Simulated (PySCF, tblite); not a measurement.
# C5H10N+: excited states, first hyperpolarisability

Aim: compute the excited states, first hyperpolarisability of C5H10N+ (`C#C[N+](C)(C)C`).

Computed with tblite 0.8.0 and PySCF 2.14.0 and routines of our own; the level stands in each step. Atoms count from 0.

## 1. The starting structure

16 atoms, charge 1, multiplicity 1; geometry from: force field or distance geometry start.

## 2. Relaxing the molecule with GFN2-xTB

What the job is given:

```
{"job": {"kind": "relax", "xc": "GFN2-xTB", "basis": "xTB"}, "charge": 1, "multiplicity": 1}
C      1.741800     1.781800     0.846100
C      0.937300     0.974800     0.450000
N     -0.035200    -0.049000    -0.019900
C      0.160600    -1.326000     0.744700
C      0.185400    -0.286200    -1.497100
C     -1.451800     0.486800     0.206100
H      2.437500     2.512200     1.187600
H      0.007800    -1.126800     1.821600
H     -0.558400    -2.074000     0.395600
H      1.177800    -1.690400     0.583700
H     -0.541300    -1.029700    -1.851600
H      0.040900     0.657200    -2.037300
H      1.201700    -0.654200    -1.635400
H     -1.578800     0.662100     1.278000
H     -1.568100     1.429600    -0.348900
H     -2.164700    -0.259400    -0.134600
```

Launch:

```bash
$ OMP_NUM_THREADS=2 python excited_run.py task.json out
```

The driver reads the jobs from task.json and runs them one after another.

Output:

```text
step      E/eV     max force
  0    -495.88302    1.457
  1    -495.98854    0.831
  2    -496.06338    0.960
  3    -496.07090    2.106
  4    -496.10221    0.349
  5    -496.10986    0.385
  6    -496.11836    0.378
  7    -496.12120    0.139
  8    -496.12209    0.054
  9    -496.12251    0.052
 10    -496.12297    0.063
 11    -496.12332    0.053
 12    -496.12352    0.035
 13    -496.12365    0.029
 14    -496.12381    0.033
 15    -496.12401    0.039
 16    -496.12415    0.025
 17    -496.12421    0.015
 18    -496.12424    0.013
 19    -496.12427    0.019
 20    -496.12430    0.018
 21    -496.12432    0.007
```

Wall time 0.13 s (2 threads of Arm Neoverse N1, shared host).

Along the way:

| step | energy from step 0 (eV) | largest force (eV/Å) |
| --- | --- | --- |
| 0 | 0.0000 | 1.4568 |
| 1 | -0.1055 | 0.8309 |
| 2 | -0.1804 | 0.9604 |
| 3 | -0.1879 | 2.1056 |
| 4 | -0.2192 | 0.3486 |
| 5 | -0.2268 | 0.3851 |
| 6 | -0.2353 | 0.3784 |
| 7 | -0.2382 | 0.1392 |
| 8 | -0.2391 | 0.0545 |
| 9 | -0.2395 | 0.0524 |
| 10 | -0.2400 | 0.0627 |
| 11 | -0.2403 | 0.0532 |
| 12 | -0.2405 | 0.0354 |
| 13 | -0.2406 | 0.0287 |
| 14 | -0.2408 | 0.0325 |
| 15 | -0.2410 | 0.0395 |
| 16 | -0.2411 | 0.0250 |
| 17 | -0.2412 | 0.0154 |
| 18 | -0.2412 | 0.0133 |
| 19 | -0.2413 | 0.0191 |
| 20 | -0.2413 | 0.0179 |
| 21 | -0.2413 | 0.0073 |

Distances of close pairs at the start and the end, largest changes first:

| bond | before (Å) | after (Å) | change (Å) |
| --- | --- | --- | --- |
| C1–N2 | 1.488 | 1.397 | -0.091 |
| N2–C5 | 1.531 | 1.479 | -0.052 |
| N2–C4 | 1.512 | 1.479 | -0.033 |
| N2–C3 | 1.501 | 1.479 | -0.022 |
| C3–H7 | 1.106 | 1.090 | -0.016 |
| C0–H6 | 1.065 | 1.052 | -0.013 |
| C0–C1 | 1.206 | 1.194 | -0.013 |
| C5–H14 | 1.100 | 1.090 | -0.011 |

The next job starts from the end point, and lists it.

## 3. Vibrational analysis with GFN2-xTB

What the job is given:

```
{"job": {"kind": "ir", "xc": "GFN2-xTB", "basis": "xTB"}, "charge": 1, "multiplicity": 1}
C      1.673742     1.723006     0.814175
C      0.885617     0.912652     0.430599
N     -0.036342    -0.035883    -0.018074
C      0.165669    -1.290126     0.739736
C      0.187247    -0.270070    -1.461379
C     -1.402365     0.483872     0.209548
H      2.368480     2.437192     1.152121
H      0.019560    -1.111699     1.804669
H     -0.544916    -2.044194     0.403393
H      1.178899    -1.660903     0.587065
H     -0.523010    -1.008640    -1.830945
H      0.057502     0.658754    -2.016003
H      1.200470    -0.634088    -1.629098
H     -1.558063     0.674884     1.270881
H     -1.543082     1.417535    -0.334123
H     -2.137007    -0.243348    -0.133976
```

Output:

```text
mode    cm-1     km/mol
  1     172.5      0.12
  2     172.6      0.12
  3     184.2      0.00
  4     263.0      0.01
  5     263.9      0.00
  6     369.6      0.21
  7     369.7      0.22
  8     401.5      0.07
  9     498.1      0.52
 10     498.2      0.51
 11     700.1     34.43
 12     700.4     34.35
 13     755.0      0.00
 14     951.0     25.33
 15     986.4      9.75
 16     986.6      9.75
 17    1021.6      0.00
 18    1082.9      0.16
 19    1083.0      0.16
 20    1221.6      0.61
 21    1221.8      0.61
 22    1274.1      0.60
 23    1407.4     22.54
 24    1407.5     22.53
 25    1425.1     13.65
 26    1428.5      0.00
 27    1447.9      6.91
 28    1448.1      7.08
 29    1452.7     28.51
 30    1452.8     28.55
 31    1473.4     53.39
 32    2308.9      0.73
 33    3039.2      0.13
 34    3039.5      0.10
 35    3039.8      0.02
 36    3043.7      1.30
 37    3044.3      0.01
 38    3044.5      0.01
 39    3046.1      0.12
 40    3050.4      0.65
 41    3050.7      0.65
 42    3365.0    113.27
```

Wall time 0.48 s (2 threads of Arm Neoverse N1, shared host).

Which atoms move in the most intense modes:

| cm⁻¹ | km/mol | atoms |
| --- | --- | --- |
| 700 | 34.4 | H6 82 %, C0 11 % |
| 700 | 34.4 | H6 82 %, C0 11 % |
| 951 | 25.3 | N2 25 %, C0 12 % |
| 1407 | 22.5 | H15 20 %, H13 18 %, H14 18 % |
| 1453 | 28.5 | H10 26 %, H15 24 %, H11 12 %, H12 12 % |
| 1453 | 28.6 | H8 34 %, H7 15 %, H9 15 % |
| 1473 | 53.4 | H9 14 %, H7 14 %, H12 14 %, H11 14 % |
| 3365 | 113.3 | H6 85 %, C0 14 % |

## 4. Excited states: TDA wB97X-D/def2-TZVP

The job, as its differences from that of step 3:

```diff
@@ -1,2 +1,2 @@
-{"job": {"kind": "ir", "xc": "GFN2-xTB", "basis": "xTB"}, "charge": 1, "multiplicity": 1}
+{"job": {"kind": "states", "xc": "wB97X-D", "basis": "def2-TZVP", "tda": true, "soc": true, "nstates": 8, "ntriplets": 6, "nquad": 4}, "charge": 1, "multiplicity": 1}
 C      1.673742     1.723006     0.814175
```

Method: TDA wB97X-D/def2-TZVP excited states, vertical, gas phase, spin-orbit mean-field couplings.

Output:

```text
coarse grid: 12696 points
cycle   1  E = -250.8698364611  dE =  1.277e+00  |g| = 6.396e-01  |ddm| = 4.656e+00
cycle   2  E = -250.8197808930  dE =  5.006e-02  |g| = 8.487e-01  |ddm| = 1.048e+00
cycle   3  E = -250.9646106219  dE = -1.448e-01  |g| = 8.086e-02  |ddm| = 4.075e-01
cycle   4  E = -250.9654156474  dE = -8.050e-04  |g| = 6.094e-02  |ddm| = 1.375e-01
cycle   5  E = -250.9662071345  dE = -7.915e-04  |g| = 5.143e-03  |ddm| = 5.265e-02
cycle   6  E = -250.9662133821  dE = -6.248e-06  |g| = 2.089e-03  |ddm| = 1.610e-02
final grid: 120752 points
cycle   7  E = -250.9541107190  dE = -1.878e-04  |g| = 6.763e-03  |ddm| = 2.210e-01
cycle   8  E = -250.9541139188  dE = -3.200e-06  |g| = 5.593e-03  |ddm| = 2.197e-02
cycle   9  E = -250.9541206613  dE = -6.743e-06  |g| = 1.618e-03  |ddm| = 4.149e-03
cycle  10  E = -250.9541211748  dE = -5.135e-07  |g| = 5.762e-04  |ddm| = 1.399e-03
cycle  11  E = -250.9541212491  dE = -7.434e-08  |g| = 7.382e-05  |ddm| = 8.179e-04
cycle  12  E = -250.9541212503  dE = -1.207e-09  |g| = 2.784e-05  |ddm| = 1.041e-04
cycle  13  E = -250.9541212505  dE = -1.718e-10  |g| = 7.730e-06  |ddm| = 3.717e-05
converged SCF energy = -250.9541212505

Singlet excitations
state   eV       nm        f     d(h-e)  d(exc)  Lambda  PR(NTO)  |dmu|/D   mu/D   main configurations
  1   7.0346   176.2   0.00000   0.007   2.052   0.540   2.001    0.087    1.543   H->L+2 0.47, H-1->L+1 0.47
  2   7.2834   170.2   0.00123   0.010   2.079   0.804   2.003    0.094    1.551   H->L+1 0.47, H-1->L+2 0.47
  3   7.2835   170.2   0.00123   0.010   2.079   0.543   2.003    0.095    1.551   H-1->L+1 0.47, H->L+2 0.47
  4   8.4986   145.9   0.03265   1.215   2.861   0.388   1.012    3.716    2.260   H->L 0.86
  5   8.4989   145.9   0.03264   1.215   2.861   0.387   1.012                     H-1->L 0.86
  6  10.5307   117.7   0.03055   1.816   3.613   0.330   1.013                     H->L+3 0.82, H->L+4 0.12
  7  10.5309   117.7   0.03057   1.816   3.613   0.329   1.013                     H-1->L+3 0.82, H-1->L+4 0.12
  8  10.7334   115.5   0.00362   1.564   3.548   0.368   1.040                     H->L+4 0.54, H->L+9 0.28

Triplet excitations (Tamm-Dancoff)
state   eV     d(h-e)  d(exc)  Lambda  PR(NTO)   main configurations
  1   5.7615   0.023   1.925   0.791   2.022   H->L+1 0.46, H-1->L+2 0.46
  2   6.3764   0.017   1.984   0.798   2.004   H-1->L+2 0.47, H->L+1 0.47
  3   6.3766   0.017   1.984   0.537   2.004   H->L+2 0.47, H-1->L+1 0.47
  4   7.0343   0.007   2.052   0.540   2.001   H-1->L+1 0.47, H->L+2 0.47
  5   8.0808   1.043   2.617   0.388   1.008   H->L 0.76
  6   8.0810   1.043   2.617   0.387   1.008   H-1->L 0.76
S1 - T1 = 1.2731 eV

Spin-orbit couplings |<S|Hso|T>| (cm-1)
             T1       T2       T3       T4       T5       T6
S0        0.003    0.489    0.495    0.251    1.501    1.505
S1        0.860    0.044    0.044    0.001    3.047    3.045
S2        0.032    8.657   27.197    0.066    3.154    3.155
S3        0.032   27.197    8.657    0.065    3.154    3.155
S4        2.291    2.318    2.324    2.616    1.051   14.574
S5        2.290    2.326    2.318    2.617   14.574    1.051
S6        0.475    0.456    0.457    0.436    0.210    0.957
S7        0.475    0.457    0.456    0.436    0.958    0.206
S8        0.429    0.514    0.522    1.042    0.070    2.426
T1 sublevels (cm-1): 0.000 0.000 0.082   radiative rates (1/s): 0.349 0.328 4.12e-06
```

Wall time 68 s (2 threads of Arm Neoverse N1, shared host); peak memory 0.96 GiB.

From this job:

| quantity | value |
| --- | --- |
| S1 less T1 | 1.27 eV |

## 5. Excited states: TDDFT CAM-B3LYP/aug-cc-pVDZ

The job, as its differences from that of step 4:

```diff
@@ -1,2 +1,2 @@
-{"job": {"kind": "states", "xc": "wB97X-D", "basis": "def2-TZVP", "tda": true, "soc": true, "nstates": 8, "ntriplets": 6, "nquad": 4}, "charge": 1, "multiplicity": 1}
+{"job": {"kind": "states", "xc": "CAM-B3LYP", "basis": "aug-cc-pVDZ", "tpa": true, "nstates": 6, "nquad": 5, "ntriplets": 0}, "charge": 1, "multiplicity": 1}
 C      1.673742     1.723006     0.814175
```

With the program's defaults for keys left out, this is: TDDFT CAM-B3LYP/aug-cc-pVDZ excited states, vertical, gas phase, two-photon moments by quadratic response.

Output:

```text
coarse grid: 12696 points
cycle   1  E = -250.7132937536  dE =  1.260e+00  |g| = 6.079e-01  |ddm| = 2.764e+01
cycle   2  E = -250.6340012327  dE =  7.929e-02  |g| = 8.881e-01  |ddm| = 4.534e+00
cycle   3  E = -250.8005455563  dE = -1.665e-01  |g| = 9.114e-02  |ddm| = 3.168e+00
cycle   4  E = -250.8015759845  dE = -1.030e-03  |g| = 6.655e-02  |ddm| = 6.336e-01
cycle   5  E = -250.8025669861  dE = -9.910e-04  |g| = 3.610e-03  |ddm| = 2.763e-01
cycle   6  E = -250.8025699198  dE = -2.934e-06  |g| = 1.519e-03  |ddm| = 2.288e-02
final grid: 120752 points
cycle   7  E = -250.8242062683  dE = -2.729e-05  |g| = 4.854e-03  |ddm| = 2.399e-01
cycle   8  E = -250.8242074916  dE = -1.223e-06  |g| = 4.355e-03  |ddm| = 2.958e-02
cycle   9  E = -250.8242120341  dE = -4.543e-06  |g| = 9.378e-04  |ddm| = 1.396e-02
cycle  10  E = -250.8242122333  dE = -1.992e-07  |g| = 1.932e-04  |ddm| = 5.309e-03
cycle  11  E = -250.8242122418  dE = -8.480e-09  |g| = 4.273e-05  |ddm| = 9.376e-04
cycle  12  E = -250.8242122423  dE = -4.657e-10  |g| = 7.450e-06  |ddm| = 3.317e-04
converged SCF energy = -250.8242122423

Singlet excitations
state   eV       nm        f     d(h-e)  d(exc)  Lambda  PR(NTO)  |dmu|/D   mu/D   delta(TPA)   sigma/GM   main configurations
  1   6.9334   178.8   0.00000   0.041   2.111   0.575   2.001    0.229    1.705        0.00      0.000   H->L+2 0.27, H-1->L+1 0.27, H->L+1 0.17
  2   7.2117   171.9   0.00123   0.044   2.114   0.557   2.005    0.252    1.729        0.33      0.006   H-1->L+1 0.44, H->L+2 0.44
  3   7.2117   171.9   0.00121   0.044   2.114   0.612   2.005    0.253    1.730        0.33      0.006   H-1->L+2 0.44, H->L+1 0.44
  4   8.1902   151.4   0.03624   0.942   3.089   0.292   1.014    2.608    1.131        0.24      0.006   H->L 0.70, H->L+3 0.21
  5   8.1906   151.4   0.03621   0.942   3.089   0.295   1.014    2.608    1.131        0.24      0.006   H-1->L 0.70, H-1->L+3 0.21
  6   9.6415   128.6   0.00530   2.473   4.471   0.284   1.012                                            H->L+3 0.35, H->L+6 0.34, H->L 0.24
```

Wall time 70 s (2 threads of Arm Neoverse N1, shared host); peak memory 0.92 GiB.

## 6. First hyperpolarisability: quadratic response PBE0/aug-cc-pVDZ

The job, as its differences from that of step 5:

```diff
@@ -1,2 +1,2 @@
-{"job": {"kind": "states", "xc": "CAM-B3LYP", "basis": "aug-cc-pVDZ", "tpa": true, "nstates": 6, "nquad": 5, "ntriplets": 0}, "charge": 1, "multiplicity": 1}
+{"job": {"kind": "beta", "xc": "PBE0", "basis": "aug-cc-pVDZ", "wavelengths": [1064]}, "charge": 1, "multiplicity": 1}
 C      1.673742     1.723006     0.814175
```

With the program's defaults for keys left out, this is: quadratic response PBE0/aug-cc-pVDZ first hyperpolarisability, Taylor convention, gas phase.

Output:

```text
coarse grid: 12696 points
cycle   1  E = -250.5730693829  dE =  1.069e+00  |g| = 5.944e-01  |ddm| = 2.281e+01
cycle   2  E = -250.4058063482  dE =  1.673e-01  |g| = 1.060e+00  |ddm| = 5.335e+00
cycle   3  E = -250.6470146395  dE = -2.412e-01  |g| = 1.624e-01  |ddm| = 3.332e+00
cycle   4  E = -250.6524598368  dE = -5.445e-03  |g| = 6.817e-02  |ddm| = 6.470e-01
cycle   5  E = -250.6535342160  dE = -1.074e-03  |g| = 9.489e-03  |ddm| = 2.541e-01
cycle   6  E = -250.6535560617  dE = -2.185e-05  |g| = 1.855e-03  |ddm| = 5.842e-02
cycle   7  E = -250.6535569810  dE = -9.193e-07  |g| = 2.481e-04  |ddm| = 1.140e-02
final grid: 120752 points
cycle   8  E = -250.6646374595  dE = -4.912e-05  |g| = 8.188e-03  |ddm| = 3.699e-01
cycle   9  E = -250.6646362696  dE =  1.190e-06  |g| = 8.491e-03  |ddm| = 5.689e-02
cycle  10  E = -250.6646541736  dE = -1.790e-05  |g| = 1.965e-03  |ddm| = 1.954e-02
cycle  11  E = -250.6646551014  dE = -9.277e-07  |g| = 3.566e-04  |ddm| = 8.722e-03
cycle  12  E = -250.6646551288  dE = -2.743e-08  |g| = 1.044e-04  |ddm| = 1.485e-03
cycle  13  E = -250.6646551314  dE = -2.656e-09  |g| = 2.556e-05  |ddm| = 5.831e-04
cycle  14  E = -250.6646551316  dE = -1.178e-10  |g| = 7.727e-06  |ddm| = 8.001e-05
converged SCF energy = -250.6646551316

Lowest singlets (eV, f): 7.0014 0.0000  7.2923 0.0015  7.2924 0.0015

First hyperpolarisability (au)
process     nm      |vector|   parallel      HRS      DR
static         -        3.34        2.0      11.44   1.521
shg       1064.0        3.43       2.06      12.35   1.517
eope      1064.0        3.37       2.02          -       -
```

Wall time 44 s (2 threads of Arm Neoverse N1, shared host); peak memory 0.86 GiB.

## 7. Outcome

| quantity | value |
| --- | --- |
| strongest single infrared mode (GFN2-xTB) | 3365 cm⁻¹, 113 km/mol |
| zero-point energy (GFN2-xTB) | 87.5 kcal/mol |
| S1 less T1 (step 4, TDA wB97X-D/def2-TZVP) | 1.27 eV |
| β vector (step 6, quadratic response PBE0/aug-cc-pVDZ) | static 3, SHG 1064.0 nm 3 au |

What this shows: All 42 modes are real, so the xTB geometry is a minimum. The strongest single mode, at 3365 cm⁻¹, moves mainly H6. GFN2-xTB is a fitted tight-binding method: band positions and strengths are rough. Its intensities can rank the bands wrongly. In steps 4, 5 some excited states are degenerate or nearly so. In step 4, the number of triplets below S1 is 4, and the largest singlet-triplet spin-orbit coupling is S2–T3, 27.20 cm⁻¹.
